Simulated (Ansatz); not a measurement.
# BH2N: shift of H3 from B1 to N2

How high is the barrier for the shift of H3 from B1 to N2? Relax the two ends, then run a nudged elastic band between them. SMILES of the start: B=N.

All numbers below are computed with Ansatz 0.2.0 (RKS PBE-D4/def2-SVP).

**1. The starting structure**

Bond lengths: B1–N2 1.240 Å, B1–H3 1.140 Å, N2–H4 0.990 Å. Angles: B1–N2–H4 178.8°, N2–B1–H3 179.6°.

Coordinates:

```xyz
4

B    -0.4044   -0.4189    0.0110
N     0.4525    0.4771   -0.0076
H    -1.1955   -1.2394    0.0334
H     1.1474    1.1812   -0.0368
```

**2. End point A**

input.yaml reads:

```yaml
crystal:
  periodic: [false, false, false]
  atoms:
    - { symbol: B, position_ang: [-0.40439, -0.41885, 0.01098] }
    - { symbol: "N", position_ang: [0.45245, 0.47712, -0.0076] }
    - { symbol: H, position_ang: [-1.19546, -1.23944, 0.03344] }
    - { symbol: H, position_ang: [1.1474, 1.18118, -0.03682] }
basis:
  gaussian: { orbitals: def2-SVP }
hamiltonian:
  xc: pbe
  dispersion: d4
relax:
  f_tol: 0.02
  max_steps: 50
```

On the command line:

```
ansatz run input.yaml --threads 1 --pin off --max-ram 2048MiB --backend cpu --events-out ev --progress --plain --runs-dir out
```

The log of the run (excerpt; [...] marks lines left out):

```text
Warning: RAYON_NUM_THREADS=1 ignored (pool sized by the plan → 1); use --threads N
[...]
Functional definition: PBE
[...]
442 factors; their error is unknown
[...]
mean field -2194.00521876 eV, -80.6282046392 hartree, gradient 7.6e-5 eV, S^2 0.000000; 0 other end points of the search recorded, 0 dependent functions left out
[...]
reference -2194.00524595 eV, -80.6282056385 hartree; 7, 7 occupied and 31, 31 virtual orbitals, 442 factors
relax step   1: F+E_penalty+E_count = -2194.03546579 eV  Δ(F+E_penalty+E_count) = +0.000e0 eV  max|allowed force component| = 1.026e0 eV/Å  Δτ_max = 0.0000 Å  (22 SCF iters, accepted)
[...]
relax step   2: F+E_penalty+E_count = -2194.07710686 eV  Δ(F+E_penalty+E_count) = -4.164e-2 eV  max|allowed force component| = 2.717e-1 eV/Å  Δτ_max = 0.0342 Å  (24 SCF iters, accepted)
[...]
relax step   3: F+E_penalty+E_count = -2194.08010871 eV  Δ(F+E_penalty+E_count) = -3.002e-3 eV  max|allowed force component| = 1.834e-2 eV/Å  Δτ_max = 0.0116 Å  (25 SCF iters, accepted)
442 factors; their error is unknown
[...]
mean field -2194.04990210 eV, -80.6298467216 hartree, gradient 1.1e-5 eV, S^2 0.000000; 1 other end points of the search recorded, 0 dependent functions left out
[...]
reference -2194.04992940 eV, -80.6298477251 hartree; 7, 7 occupied and 31, 31 virtual orbitals, 442 factors
Total energy: -2194.08013601 eV, -80.6309577975 hartree
Atom 0 at    -0.402071    -0.416518     0.011065 Å, force     0.001952     0.016349     0.010506 eV/Å
Atom 1 at     0.462332     0.486122    -0.008635 Å, force     0.015541    -0.011941    -0.018337 eV/Å
Atom 2 at    -1.227486    -1.272192     0.034480 Å, force    -0.012485    -0.014132    -0.001338 eV/Å
Atom 3 at     1.167225     1.202598    -0.036911 Å, force    -0.005008     0.009724     0.009169 eV/Å
Dipole moment:     0.069345     0.066766    -0.005094 e Å
```

It took 8.8 s on 1 thread of Intel Xeon at 2.50GHz (Skylake/Cascade Lake), shared host; peak memory 0.1 GiB.

The steps of the relaxation:

```
step  energy from step 1 (eV)  largest force component (eV/Å)
   1                   0.0000                          1.0259
   2                  -0.0416                          0.2717
   3                  -0.0446                          0.0183
```

Step 1 is the start.

After: Bond lengths: B1–N2 1.250 Å, B1–H3 1.189 Å, N2–H4 1.005 Å. Angles: B1–N2–H4 179.0°, N2–B1–H3 179.7°.

**3. Relaxing end B**

The second end starts from a geometry with the move made by hand.

Changes to input.yaml since step 2:

```diff
@@ -5,3 +5,3 @@
     - { symbol: "N", position_ang: [0.45245, 0.47712, -0.0076] }
-    - { symbol: H, position_ang: [-1.19546, -1.23944, 0.03344] }
+    - { symbol: H, position_ang: [-0.3533, 0.62918, 0.63212] }
     - { symbol: H, position_ang: [1.1474, 1.18118, -0.03682] }
```

On the command line:

```
ansatz run input.yaml --threads 1 --pin off --max-ram 2048MiB --backend cpu --events-out ev --progress --plain --runs-dir out
```

The log of the run (excerpt; [...] marks lines left out):

```text
Warning: RAYON_NUM_THREADS=1 ignored (pool sized by the plan → 1); use --threads N
[...]
Functional definition: PBE
[...]
442 factors; their error is unknown
[...]
mean field -2190.61783030 eV, -80.5037204096 hartree, gradient 7.3e-5 eV, S^2 0.000000; 0 other end points of the search recorded, 0 dependent functions left out
[...]
reference -2190.61785477 eV, -80.5037213087 hartree; 7, 7 occupied and 31, 31 virtual orbitals, 442 factors
relax step   1: F+E_penalty+E_count = -2190.64690208 eV  Δ(F+E_penalty+E_count) = +0.000e0 eV  max|allowed force component| = 7.255e0 eV/Å  Δτ_max = 0.0000 Å  (24 SCF iters, accepted)
[...]
relax step   7: F+E_penalty+E_count = -2192.17586401 eV  Δ(F+E_penalty+E_count) = -7.784e-3 eV  max|allowed force component| = 4.418e-2 eV/Å  Δτ_max = 0.0141 Å  (27 SCF iters, accepted)
[...]
relax step   8: F+E_penalty+E_count = -2192.17612115 eV  Δ(F+E_penalty+E_count) = -2.571e-4 eV  max|allowed force component| = 8.715e-4 eV/Å  Δτ_max = 0.0111 Å  (27 SCF iters, accepted)
442 factors; their error is unknown
mean field -2192.14342017 eV, -80.5597848030 hartree, gradient 1.5e-5 eV, S^2 0.000000; 1 other end points of the search recorded, 0 dependent functions left out
[...]
reference -2192.14344585 eV, -80.5597857469 hartree; 7, 7 occupied and 31, 31 virtual orbitals, 442 factors
Total energy: -2192.17614683 eV, -80.5609874856 hartree
Atom 0 at    -0.188351    -0.698896    -0.310298 Å, force     0.000173     0.000419     0.000557 eV/Å
Atom 1 at     0.231708     0.528262     0.174234 Å, force    -0.000107     0.000797    -0.000871 eV/Å
Atom 2 at    -0.303446     1.062474     0.868604 Å, force    -0.000236    -0.000692     0.000242 eV/Å
Atom 3 at     1.102248     0.976790    -0.133860 Å, force     0.000170    -0.000524     0.000073 eV/Å
Dipole moment:     0.260773     0.762873     0.300688 e Å
```

Wall time 28 s (1 thread of Intel Xeon at 2.50GHz (Skylake/Cascade Lake), shared host); peak memory 0.1 GiB.

Relaxation path:

| step | energy from step 1 (eV) | largest force component (eV/Å) |
| --- | --- | --- |
| 1 | 0.0000 | 7.2551 |
| 2 | -0.5988 | 3.1326 |
| 3 | -0.8948 | 1.1038 |
| 4 | -1.2971 | 0.7100 |
| 5 | -1.5168 | 0.6754 |
| 6 | -1.5212 | 0.8329 |
| 7 | -1.5290 | 0.0442 |
| 8 | -1.5292 | 0.0009 |

Step 1 is the start.

After: Bond lengths: B1–N2 1.385 Å, N2–H3 1.027 Å, N2–H4 1.027 Å. Angles: B1–N2–H3 122.7°, B1–N2–H4 122.6°, H3–N2–H4 114.7°.

Pairs that crossed the distance rule for bonds on the way: moved apart B1–H3.

**4. Nudged elastic band**

crystal.atoms is end A as relaxed above, and neb.final_atoms is end B, turned to lie on A. With 5 inner images the band has 7 in all. The start path is listed, through a guess of the saddle.

input.yaml reads:

```yaml
crystal:
  periodic: [false, false, false]
  atoms:
    - { symbol: B, position_ang: [-0.402071, -0.416518, 0.011065] }
    - { symbol: "N", position_ang: [0.462332, 0.486122, -0.008635] }
    - { symbol: H, position_ang: [-1.227486, -1.272192, 0.03448] }
    - { symbol: H, position_ang: [1.167225, 1.202598, -0.036911] }
basis:
  gaussian: { orbitals: def2-SVP }
hamiltonian:
  xc: pbe
  dispersion: d4
neb:
  order_check: false
  images: 5
  f_tol: 0.05
  max_iterations: 60
  final_atoms:
    - { symbol: B, position_ang: [-1.0001184, 0.53966274, 0.66249138] }
    - { symbol: "N", position_ang: [0.05238597, -0.02825724, -0.03524713] }
    - { symbol: H, position_ang: [0.01976222, -0.98543317, -0.40493873] }
    - { symbol: H, position_ang: [0.92797022, 0.47403767, -0.22230653] }
  initial_path:
    images:
      - { positions_ang: [[-0.402071, -0.416518, 0.011065], [0.462332, 0.486122, -0.008635], [-1.227486, -1.272192, 0.03448], [1.167225, 1.202598, -0.036911]] }
      - { positions_ang: [[-0.58150235, -0.30736301, 0.16885166], [0.36079053, 0.42888728, 0.01879582], [-0.90124091, -1.14141891, -0.08192701], [1.12195274, 1.01990465, -0.10572147]] }
      - { positions_ang: [[-0.76093371, -0.19820803, 0.32663833], [0.25924905, 0.37165255, 0.04622663], [-0.57499582, -1.01064582, -0.19833402], [1.07668047, 0.8372113, -0.17453194]] }
      - { positions_ang: [[-0.94036506, -0.08905304, 0.48442499], [0.15770758, 0.31441783, 0.07365745], [-0.24875073, -0.87987273, -0.31474103], [1.03140821, 0.65451795, -0.24334241]] }
      - { positions_ang: [[-0.96028284, 0.12051888, 0.54378045], [0.12260038, 0.2001928, 0.03735592], [-0.15924642, -0.91505955, -0.34480693], [0.99692888, 0.59435786, -0.23633045]] }
      - { positions_ang: [[-0.98020062, 0.33009081, 0.60313592], [0.08749317, 0.08596778, 0.0010544], [-0.0697421, -0.95024636, -0.37487283], [0.96244955, 0.53419776, -0.22931849]] }
      - { positions_ang: [[-1.0001184, 0.53966274, 0.66249138], [0.05238597, -0.02825724, -0.03524713], [0.01976222, -0.98543317, -0.40493873], [0.92797022, 0.47403767, -0.22230653]] }
```

On the command line:

```
ansatz run input.yaml --threads 1 --pin off --max-ram 2048MiB --backend cpu --events-out ev --progress --plain --runs-dir out
```

The log of the run (excerpt; [...] marks lines left out):

```text
Warning: RAYON_NUM_THREADS=1 ignored (pool sized by the plan → 1); use --threads N
[...]
Functional definition: PBE
[...]
442 factors; their error is unknown
[...]
mean field -2194.04990211 eV, -80.6298467222 hartree, gradient 8.0e-6 eV, S^2 0.000000; 0 other end points of the search recorded, 0 dependent functions left out
[...]
reference -2194.04992942 eV, -80.6298477256 hartree; 7, 7 occupied and 31, 31 virtual orbitals, 442 factors
442 factors; their error is unknown
mean field -2192.14342213 eV, -80.5597848750 hartree, gradient 1.0e-5 eV, S^2 0.000000; 0 other end points of the search recorded, 0 dependent functions left out
[...]
reference -2192.14344802 eV, -80.5597858266 hartree; 7, 7 occupied and 31, 31 virtual orbitals, 442 factors
NEB end point (image 0): max|allowed force component| = 1.834e-2 eV/Å (the criterion of neb.relax_end_points is 1.000e-2)
[...]
NEB iter   7: max|band force component| = 3.964e-1 eV/Å  barrier→ = 2.9065 eV  barrier← = 1.0025 eV  CI = image 4  Δτ_max = 0.0372 Å  (130 SCF iters)
[...]
NEB iter   9: max|band force component| = 1.118e-1 eV/Å  barrier→ = 2.9181 eV  barrier← = 1.0142 eV  CI = image 4  Δτ_max = 0.0018 Å  (134 SCF iters)
[...]
NEB iter  10: max|band force component| = 1.523e-2 eV/Å  barrier→ = 2.9181 eV  barrier← = 1.0141 eV  CI = image 4  Δτ_max = 0.0000 Å  (219 SCF iters)
Total energy: -2191.16202512 eV, -80.5237192002 hartree
Atom 0 at    -0.978125    -0.030567     0.484948 Å, force    -0.001500    -0.000396     0.000387 eV/Å
Atom 1 at     0.200796     0.307753     0.040228 Å, force     0.016047     0.006154    -0.004952 eV/Å
Atom 2 at    -0.334124    -0.934398    -0.263251 Å, force    -0.001802    -0.002128    -0.000039 eV/Å
Atom 3 at     1.111453     0.657222    -0.261925 Å, force    -0.012746    -0.003629     0.004603 eV/Å
Dipole moment:     0.619055     0.094570    -0.271895 e Å
this run last wrote the band of iteration 10 to <dir>
```

It took 2.1 min on 1 thread of Intel Xeon at 2.50GHz (Skylake/Cascade Lake), shared host; peak memory 0.093 GiB.

**5. The band, image by image**

The 5 inner images lie between the fixed ends 0 and 6. Energy is taken from image 0, and the path length is the program's own coordinate along the band.

| image | path (Å) | energy (eV) | H3–B1 (Å) | H3–N2 (Å) | band force (eV/Å) |
| --- | --- | --- | --- | --- | --- |
| 0 | 0.000 | 0.0000 | 1.19 | 2.44 | - |
| 1 | 0.407 | 0.2387 | 1.17 | 2.39 | 0.004 |
| 2 | 0.814 | 1.0129 | 1.17 | 2.17 | 0.002 |
| 3 | 1.221 | 2.1482 | 1.21 | 1.81 | 0.009 |
| 4* | 1.628 | 2.9181 | 1.34 | 1.39 | 0.015 |
| 5 | 2.060 | 2.1837 | 1.71 | 1.06 | 0.003 |
| 6 | 2.492 | 1.9040 | 2.12 | 1.03 | - |

The star marks the climbing image.

image, energy (eV) and a bar:
```
        0      0.000 
        1      0.239 ##
        2      1.013 ##########
        3      2.148 ######################
        4      2.918 ##############################
        5      2.184 ######################
        6      1.904 ####################
```

How the highest energy settled:

```
iteration  highest image above image 0 (eV)  largest band force (eV/Å)
        1                            3.3296                     10.355
        2                            2.8210                      2.051
        3                            2.9526                      1.557
        4                            2.9319                      1.119
        5                            2.9081                      0.806
        6                            2.9025                      0.649
        7                            2.9065                      0.396
        8                            2.9184                      0.212
        9                            2.9181                      0.112
       10                            2.9181                      0.015
```

The band as a trajectory file:

```xyz
4
image=0 dE=0.0000
B    -0.402   -0.417    0.011
N     0.462    0.486   -0.009
H    -1.227   -1.272    0.034
H     1.167    1.203   -0.037
4
image=1 dE=0.2387
B    -0.506   -0.310    0.125
N     0.349    0.600    0.113
H    -1.056   -1.326   -0.090
H     1.214    1.036   -0.149
4
image=2 dE=1.0129
B    -0.667   -0.212    0.267
N     0.286    0.581    0.139
H    -0.791   -1.273   -0.212
H     1.172    0.905   -0.193
4
image=3 dE=2.1482
B    -0.827   -0.152    0.388
N     0.237    0.469    0.109
H    -0.534   -1.122   -0.279
H     1.124    0.805   -0.218
4
image=4 dE=2.9181
B    -0.978   -0.031    0.485
N     0.201    0.308    0.040
H    -0.334   -0.934   -0.263
H     1.111    0.657   -0.262
4
image=5 dE=2.1837
B    -1.069    0.229    0.603
N     0.140    0.121   -0.015
H    -0.126   -0.865   -0.310
H     1.055    0.515   -0.279
4
image=6 dE=1.9040
B    -1.000    0.540    0.662
N     0.052   -0.028   -0.035
H     0.020   -0.985   -0.405
H     0.928    0.474   -0.222
```

**6. Vibrations at the top**

The geometry is the highest inner image of the first converged band.

input.yaml reads:

```yaml
crystal:
  periodic: [false, false, false]
  atoms:
    - { symbol: B, position_ang: [-0.978125, -0.030567, 0.484948] }
    - { symbol: "N", position_ang: [0.200796, 0.307753, 0.040228] }
    - { symbol: H, position_ang: [-0.334124, -0.934398, -0.263251] }
    - { symbol: H, position_ang: [1.111453, 0.657222, -0.261925] }
basis:
  gaussian: { orbitals: def2-SVP }
hamiltonian:
  xc: pbe
  dispersion: d4
phonons: {}
```

On the command line:

```
ansatz run input.yaml --threads 1 --pin off --max-ram 2048MiB --backend cpu --events-out ev --progress --plain --runs-dir out
```

The log of the run (excerpt; [...] marks lines left out):

```text
Warning: RAYON_NUM_THREADS=1 ignored (pool sized by the plan → 1); use --threads N
[...]
Functional definition: PBE
[...]
442 factors; their error is unknown
[...]
mean field -2191.13159109 eV, -80.5226007701 hartree, gradient 1.3e-5 eV, S^2 0.000000; 0 other end points of the search recorded, 0 dependent functions left out
[...]
reference -2191.13161646 eV, -80.5226017025 hartree; 7, 7 occupied and 31, 31 virtual orbitals, 442 factors
[...]
442 factors; their error is unknown
mean field -2191.13145720 eV, -80.5225958499 hartree, gradient 8.6e-7 eV, S^2 0.000000; 0 other end points of the search recorded, 0 dependent functions left out
[...]
reference -2191.13148257 eV, -80.5225967821 hartree; 7, 7 occupied and 31, 31 virtual orbitals, 442 factors
[...]
442 factors; their error is unknown
mean field -2191.13145265 eV, -80.5225956826 hartree, gradient 1.2e-6 eV, S^2 0.000000; 0 other end points of the search recorded, 0 dependent functions left out
[...]
reference -2191.13161413 eV, -80.5226016170 hartree; 7, 7 occupied and 31, 31 virtual orbitals, 442 factors
[...]
442 factors; their error is unknown
[...]
mean field -2191.13156401 eV, -80.5225997749 hartree, gradient 1.5e-6 eV, S^2 0.000000; 0 other end points of the search recorded, 0 dependent functions left out
[...]
reference -2191.13158938 eV, -80.5226007073 hartree; 7, 7 occupied and 31, 31 virtual orbitals, 442 factors
WARN: phonons: modes at or below zero, which the zero-point energy, F, S and C_V leave out: 1, the lowest at -1359.73 cm⁻¹. A minimum has none, and a first-order saddle one
Total energy: -2191.16202926 eV, -80.5237193523 hartree
Atom 0 at    -0.978125    -0.030567     0.484948 Å, force    -0.001449    -0.000400     0.000418 eV/Å
Atom 1 at     0.200796     0.307753     0.040228 Å, force     0.015992     0.006145    -0.004967 eV/Å
Atom 2 at    -0.334124    -0.934398    -0.263251 Å, force    -0.001814    -0.002115    -0.000071 eV/Å
Atom 3 at     1.111453     0.657222    -0.261925 Å, force    -0.012728    -0.003631     0.004620 eV/Å
Dipole moment:     0.619056     0.094569    -0.271896 e Å
Vibrations: -1359.73 377.44 817.13 1593.71 2178.73 3572.59 cm⁻¹, zero-point energy 0.529388 eV
```

Wall time 41 s (1 thread of Intel Xeon at 2.50GHz (Skylake/Cascade Lake), shared host); peak memory 0.091 GiB.

Of 6 modes, 1 is imaginary by more than 30 cm⁻¹ (1360i cm⁻¹).

**7. The band again, with other settings**

crystal.atoms is end A as relaxed above, and neb.final_atoms is end B, turned to lie on A. With 6 inner images the band has 8 in all. The start path is listed, through a guess of the saddle.

input.yaml reads:

```yaml
crystal:
  periodic: [false, false, false]
  atoms:
    - { symbol: B, position_ang: [-0.402071, -0.416518, 0.011065] }
    - { symbol: "N", position_ang: [0.462332, 0.486122, -0.008635] }
    - { symbol: H, position_ang: [-1.227486, -1.272192, 0.03448] }
    - { symbol: H, position_ang: [1.167225, 1.202598, -0.036911] }
basis:
  gaussian: { orbitals: def2-SVP }
hamiltonian:
  xc: pbe
  dispersion: d4
neb:
  order_check: false
  images: 6
  f_tol: 0.05
  max_iterations: 60
  climbing: false
  final_atoms:
    - { symbol: B, position_ang: [-1.0001184, 0.53966274, 0.66249138] }
    - { symbol: "N", position_ang: [0.05238597, -0.02825724, -0.03524713] }
    - { symbol: H, position_ang: [0.01976222, -0.98543317, -0.40493873] }
    - { symbol: H, position_ang: [0.92797022, 0.47403767, -0.22230653] }
  initial_path:
    images:
      - { positions_ang: [[-0.402071, -0.416518, 0.011065], [0.462332, 0.486122, -0.008635], [-1.227486, -1.272192, 0.03448], [1.167225, 1.202598, -0.036911]] }
      - { positions_ang: [[-0.5558693, -0.32295658, 0.14631071], [0.37529645, 0.43706366, 0.01487713], [-0.94784735, -1.16010078, -0.06529744], [1.1284202, 1.0460037, -0.0958914]] }
      - { positions_ang: [[-0.70966761, -0.22939517, 0.28155642], [0.2882609, 0.38800533, 0.03838926], [-0.6682087, -1.04800956, -0.16507487], [1.08961541, 0.8894094, -0.1548718]] }
      - { positions_ang: [[-0.86346591, -0.13583375, 0.41680213], [0.20122536, 0.33894699, 0.06190139], [-0.38857005, -0.93591834, -0.26485231], [1.05081061, 0.7328151, -0.21385221]] }
      - { positions_ang: [[-0.94890125, 0.0007635, 0.50986305], [0.14266164, 0.26546425, 0.05809965], [-0.21039174, -0.89495279, -0.32762642], [1.01663135, 0.62873505, -0.24033728]] }
      - { positions_ang: [[-0.96597364, 0.18039658, 0.56073916], [0.11256975, 0.16755708, 0.02698406], [-0.13367375, -0.92511292, -0.35339719], [0.98707764, 0.57716926, -0.23432703]] }
      - { positions_ang: [[-0.98304602, 0.36002966, 0.61161527], [0.08247786, 0.06964992, -0.00413154], [-0.05695577, -0.95527305, -0.37916796], [0.95752393, 0.52560346, -0.22831678]] }
      - { positions_ang: [[-1.0001184, 0.53966274, 0.66249138], [0.05238597, -0.02825724, -0.03524713], [0.01976222, -0.98543317, -0.40493873], [0.92797022, 0.47403767, -0.22230653]] }
```

On the command line:

```
ansatz run input.yaml --threads 1 --pin off --max-ram 2048MiB --backend cpu --events-out ev --progress --plain --runs-dir out
```

The log of the run (excerpt; [...] marks lines left out):

```text
Warning: RAYON_NUM_THREADS=1 ignored (pool sized by the plan → 1); use --threads N
[...]
Functional definition: PBE
[...]
442 factors; their error is unknown
[...]
mean field -2194.04990211 eV, -80.6298467222 hartree, gradient 8.0e-6 eV, S^2 0.000000; 0 other end points of the search recorded, 0 dependent functions left out
[...]
reference -2194.04992942 eV, -80.6298477256 hartree; 7, 7 occupied and 31, 31 virtual orbitals, 442 factors
442 factors; their error is unknown
mean field -2192.14342213 eV, -80.5597848750 hartree, gradient 1.0e-5 eV, S^2 0.000000; 0 other end points of the search recorded, 0 dependent functions left out
[...]
reference -2192.14344802 eV, -80.5597858266 hartree; 7, 7 occupied and 31, 31 virtual orbitals, 442 factors
NEB end point (image 0): max|allowed force component| = 1.834e-2 eV/Å (the criterion of neb.relax_end_points is 1.000e-2)
[...]
NEB iter   5: max|band force component| = 7.335e-1 eV/Å  barrier→ = 2.7327 eV  barrier← = 0.8287 eV  Δτ_max = 0.0350 Å  (151 SCF iters)
[...]
NEB iter   7: max|band force component| = 2.612e-1 eV/Å  barrier→ = 2.7435 eV  barrier← = 0.8395 eV  Δτ_max = 0.0074 Å  (158 SCF iters)
NEB iter   8: max|band force component| = 8.013e-2 eV/Å  barrier→ = 2.7466 eV  barrier← = 0.8427 eV  Δτ_max = 0.0099 Å  (162 SCF iters)
[...]
NEB iter   9: max|band force component| = 2.994e-2 eV/Å  barrier→ = 2.7486 eV  barrier← = 0.8446 eV  Δτ_max = 0.0000 Å  (302 SCF iters)
Total energy: -2191.33158223 eV, -80.5299503090 hartree
Atom 0 at    -1.023926     0.033091     0.525438 Å, force    -0.612336     0.491491     0.531549 eV/Å
Atom 1 at     0.184631     0.228675     0.016041 Å, force    -0.279122    -0.867492    -0.265599 eV/Å
Atom 2 at    -0.258328    -0.874996    -0.270424 Å, force     1.166192     0.753917    -0.234592 eV/Å
Atom 3 at     1.097623     0.613240    -0.271056 Å, force    -0.274734    -0.377915    -0.031358 eV/Å
Dipole moment:     0.707559     0.054789    -0.330142 e Å
this run last wrote the band of iteration 9 to <dir>
```

Wall time 2.3 min (1 thread of Intel Xeon at 2.50GHz (Skylake/Cascade Lake), shared host); peak memory 0.093 GiB.

**8. What the band shows**

Images 0 and 7 are the ends. Energies count from image 0; the path length is the program's own measure over all atoms.

| image | path (Å) | energy (eV) | H3–B1 (Å) | H3–N2 (Å) | band force (eV/Å) |
| --- | --- | --- | --- | --- | --- |
| 0 | 0.000 | 0.0000 | 1.19 | 2.44 | - |
| 1 | 0.359 | 0.1809 | 1.18 | 2.41 | 0.004 |
| 2 | 0.718 | 0.7676 | 1.17 | 2.25 | 0.030 |
| 3 | 1.077 | 1.7080 | 1.19 | 1.96 | 0.028 |
| 4 | 1.435 | 2.6786 | 1.27 | 1.60 | 0.008 |
| 5 | 1.793 | 2.7486 | 1.43 | 1.22 | 0.010 |
| 6 | 2.151 | 2.0860 | 1.79 | 1.05 | 0.005 |
| 7 | 2.509 | 1.9040 | 2.12 | 1.03 | - |

image, energy (eV) and a bar:
```
        0      0.000 
        1      0.181 ##
        2      0.768 ########
        3      1.708 ###################
        4      2.679 #############################
        5      2.749 ##############################
        6      2.086 #######################
        7      1.904 #####################
```

[end of part 1 of 2]
